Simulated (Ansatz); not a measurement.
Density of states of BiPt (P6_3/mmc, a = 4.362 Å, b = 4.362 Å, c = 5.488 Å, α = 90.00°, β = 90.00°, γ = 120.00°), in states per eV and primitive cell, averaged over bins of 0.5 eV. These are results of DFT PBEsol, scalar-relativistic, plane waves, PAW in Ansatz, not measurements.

Settings: cutoff 420 eV, Γ-centred mesh 12×12×8 on the computed 4-atom cell, Gaussian smearing of 0.10 eV; no spin polarisation.

The cell is relaxed at this level. The states (both spins) are summed by tetrahedra on a 18×18×12 mesh at the self-consistent density. Energies are bin centres; the table starts no lower than −8 eV and ends at 6 eV, or lower where the solved bands end.

It is a metal at this level.

```csv
E − E_F (eV),total,Pt 5d,Bi 6p,Pt 6s,Bi 6s
-6.90,0.67,0.17,0.24,0.23,0.02
-6.40,1.02,0.26,0.40,0.28,0.05
-5.90,1.74,0.51,0.80,0.34,0.06
-5.40,4.02,1.97,1.62,0.34,0.06
-4.90,4.05,2.74,1.12,0.13,0.03
-4.40,4.91,3.42,1.20,0.20,0.04
-3.90,4.86,3.61,1.06,0.09,0.05
-3.40,5.67,4.47,0.91,0.15,0.06
-2.90,8.83,7.58,0.82,0.21,0.08
-2.40,3.89,3.20,0.43,0.12,0.07
-1.90,4.64,3.81,0.51,0.11,0.13
-1.40,3.23,2.10,0.71,0.18,0.18
-0.90,2.22,1.04,0.82,0.14,0.15
-0.40,1.73,0.69,0.80,0.07,0.10
0.10,2.02,0.73,1.03,0.07,0.11
0.60,1.74,0.55,0.95,0.07,0.07
1.10,1.71,0.39,1.02,0.10,0.07
1.60,1.55,0.30,0.93,0.11,0.06
2.10,1.61,0.32,0.93,0.15,0.04
2.60,1.64,0.28,0.96,0.19,0.03
3.10,1.54,0.21,0.96,0.16,0.02
3.60,1.41,0.18,0.72,0.29,0.02
4.10,2.37,0.21,1.01,0.64,0.03
4.60,3.63,0.21,1.46,1.08,0.02
5.10,1.54,0.05,0.51,0.50,0.01
5.60,1.12,0.03,0.20,0.22,0.01
```

The columns after the total are the main Löwdin projections on the occupied valence shells of the potentials; 1 other is left out. The rest of the total lies in those, in shells that are empty in the free atom, which aren't projected, and between the atoms.

Spin-orbit coupling is left out, which matters for the bands of heavy elements.

Cost: 1 run of about 1.8 core-minutes, on Arm Neoverse V1 (shared hosts).